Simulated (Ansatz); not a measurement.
CH3AlCl (`[CH3][Al][Cl]`) radical, relaxed with UKS PBE0-D4/def2-TZVP in Ansatz from a PBE-D4/def2-SVP geometry. The force threshold is 0.005 eV/Å; the program also tests the step.

Total charge 0; spin multiplicity 2.

Start:

```xyz
6

C     0.079    0.521    0.472
Al    0.576   -1.195   -0.388
Cl   -0.629   -1.890   -2.019
H    -0.818    0.958   -0.013
H     0.920    1.242    0.398
H    -0.129    0.363    1.551
```

Problem. How much energy does the relaxation release, and in how many steps? (Best estimate.)

Solution. The calculation gave: 0.02 eV, in 3 steps.

Problem. Which bonds change most? (An estimate is asked.)

Solution. The calculation gave: Al2–Cl3 from 2.143 to 2.122 Å; C1–Al2 from 1.983 to 1.965 Å; C1–H4 from 1.109 to 1.093 Å; C1–H6 from 1.110 to 1.094 Å.

Problem. Give the relaxed structure. (Best estimate.)

Solution. Ansatz gave: 
```xyz
6

C     0.081    0.515    0.468
Al    0.575   -1.186   -0.381
Cl   -0.628   -1.859   -1.995
H    -0.803    0.935   -0.017
H     0.904    1.231    0.395
H    -0.130    0.364    1.530
```
